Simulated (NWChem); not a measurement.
**One shape, several levels: C3H6O2 (SMILES CCOC=O)**

We compute a comparison of 6 runs (HF/STO-3G, HF/3-21G, B2PLYP/6-31G*, B3LYP/6-31G*, MP3/6-31G*) of C3H6O2. 

The calculation is run with NWChem 7.3.0.

2 further runs of the same task are left out: 2 set aside as unsound or not needed.

### Step 1. The system as given

C3H6O2 has 11 atoms, charge 0, and is taken as a singlet. As SMILES, `CCOC=O`. The O3–C4 distance was set to 1.728 Å, away from the relaxed value.

Bond lengths: C1–C2 1.508 Å, C2–O3 1.438 Å, C4–O5 1.197 Å, C1–H6 1.092 Å, C1–H7 1.091 Å, C1–H8 1.092 Å, C2–H9 1.091 Å, C2–H10 1.090 Å, C4–H11 1.100 Å. Some angles: C1–C2–O3 111.3°, C1–C2–H9 111.3°, C1–C2–H10 111.5°, O3–C2–H9 108.7°, O3–C2–H10 104.4°, C2–C1–H6 109.6°, C2–C1–H7 110.8°, C2–C1–H8 110.9°, O5–C4–H11 124.6°, H9–C2–H10 109.3°. A long bond or contact: O3–C4 1.728 Å.

### Step 2. A single-point energy at HF/STO-3G (run 1)

test.nw reads:

```
START test
memory total 2200 mb

GEOMETRY units angstroms noautosym nocenter noautoz
  C    -0.463918   -0.306986    1.523162
  C    -0.003618    0.882014    0.716962
  O    -0.655118    0.929414   -0.564238
  C     0.057300   -0.014800   -1.824100
  O     1.038300   -0.694200   -1.733000
  H    -0.007818   -0.276686    2.515362
  H    -0.169118   -1.239986    1.041362
  H    -1.548718   -0.297386    1.645062
  H     1.076082    0.860214    0.560762
  H    -0.279118    1.821514    1.196562
  H    -0.534200    0.107100   -2.743600
END

BASIS spherical bse
  * library STO-3G
END

SCF
  thresh 1e-08
  maxiter 80
  print low
END

TASK scf energy
```

Run with:

```sh
nwchem test.nw > test.out
```

Output:

```text
[...]
  functions       =    31
[...]
  wavefunction    = RHF
[...]
         Total SCF energy =   -263.313944577351
      One-electron energy =   -698.623375927647
      Two-electron energy =    265.426616533943
 Nuclear repulsion energy =    169.882814816354
        Time for solution =      2.4s
 Task  times  cpu:        2.5s     wall:        2.5s
[...]
```

Run time: 3.3 s. Hardware: 1 thread of Intel Xeon Platinum 8488C (Sapphire Rapids), shared host; peak memory 0.096 GiB.

### Step 3. The energy at HF/3-21G (run 2)

c3h6o2.nw reads:

```
start c3h6o2
memory 2200 mb
charge 0

geometry units angstroms noautosym nocenter noautoz
 C    -0.463918   -0.306986    1.523162
 C    -0.003618    0.882014    0.716962
 O    -0.655118    0.929414   -0.564238
 C     0.057300   -0.014800   -1.824100
 O     1.038300   -0.694200   -1.733000
 H    -0.007818   -0.276686    2.515362
 H    -0.169118   -1.239986    1.041362
 H    -1.548718   -0.297386    1.645062
 H     1.076082    0.860214    0.560762
 H    -0.279118    1.821514    1.196562
 H    -0.534200    0.107100   -2.743600
end

basis spherical bse
 * library 3-21G
end

scf
 thresh 1e-08
 maxiter 80
 print medium
end

task scf
```

Run with:

```sh
nwchem c3h6o2.nw > c3h6o2.out
```

Output:

```text
[...]
  functions       =    57
[...]
  wavefunction    = RHF
[...]
         Total SCF energy =   -265.274699706231
      One-electron energy =   -698.804852756740
      Two-electron energy =    263.647338234156
 Nuclear repulsion energy =    169.882814816354
        Time for solution =      2.7s
[...]
```

It took 3.6 s on 1 thread of Intel Xeon Platinum 8488C (Sapphire Rapids), shared host; peak memory 0.096 GiB.

Runs 3 to 5 aren't shown in full; the table further down has their settings and results.

### Step 4. The energy at MP3/6-31G(d) (spherical functions) (run 6)

geom.nw reads:

```
start geom
title "C3H6O2"
memory stack 330 mb heap 110 mb global 1760 mb
charge 0

geometry noautosym nocenter noautoz
  C     -0.463918    -0.306986     1.523162
  C     -0.003618     0.882014     0.716962
  O     -0.655118     0.929414    -0.564238
  C      0.057300    -0.014800    -1.824100
  O      1.038300    -0.694200    -1.733000
  H     -0.007818    -0.276686     2.515362
  H     -0.169118    -1.239986     1.041362
  H     -1.548718    -0.297386     1.645062
  H      1.076082     0.860214     0.560762
  H     -0.279118     1.821514     1.196562
  H     -0.534200     0.107100    -2.743600
end

basis spherical bse
  * library 6-31G*
end

scf
  thresh 1e-08
  maxiter 80
  print medium
end

tce
  scf
  mbpt3
  freeze core 5
  maxiter 60
end

task tce energy
```

Run with:

```sh
nwchem geom.nw > geom.out
```

Output:

```text
[...]
  functions       =    82
[...]
  wavefunction    = RHF
[...]
         Total SCF energy =   -266.751737767576
      One-electron energy =   -700.924625864666
      Two-electron energy =    264.290073280736
 Nuclear repulsion energy =    169.882814816354
        Time for solution =     13.6s
[...]
         Wavefunction type : Restricted Hartree-Fock
          No. of electrons :    40
[...]
         Spin multiplicity : singlet
[...]
```

It took 33 s on 1 thread of Intel Xeon Platinum 8488C (Sapphire Rapids), shared host; peak memory 1.2 GiB.

### Step 5. The series

```
run                                level  iteration cap  module  energy (Eh)  wall time
  1                            HF/STO-3G             80     scf  -263.313945      3.3 s
  2                             HF/3-21G             80     scf  -265.274700      3.6 s
  3  B2PLYP/6-31G* (spherical functions)            100     dft  -268.045805       51 s
  4   B3LYP/6-31G* (spherical functions)            100     dft  -268.325227       42 s
  5   B3LYP/6-31G* (Cartesian functions)            100     dft  -268.330165       45 s
  6     MP3/6-31G* (spherical functions)             80     tce  -267.519584       33 s
```

### Step 6. Summary of results

| quantity | value |
| --- | --- |
| run 6: total energy | -267.51958 Eh |
| run 6: HOMO energy (Hartree–Fock orbitals) | -11.66 eV |
| run 6: LUMO energy (Hartree–Fock orbitals) | 3.63 eV |
| run 6: HOMO–LUMO gap (Hartree–Fock orbitals) | 15.28 eV |
| run 6: correlation energy (5 core orbitals frozen) | -767.8 mEh |

In words: Over runs 2, 3, 4, 5 the dipole moment (its size) runs from 0.48 D (B3LYP/6-31G*) to 0.63 D (HF/3-21G). The two ends differ in method and basis. Over runs 2, 3, 4, 5 the HOMO–LUMO gap runs from 6.19 eV (B3LYP/6-31G*) to 15.07 eV (HF/3-21G). Totals of different functionals can't be ranked against each other. In run 1 the basis is minimal, so the values are rough. All runs together took 3 min, the longest 51 s.
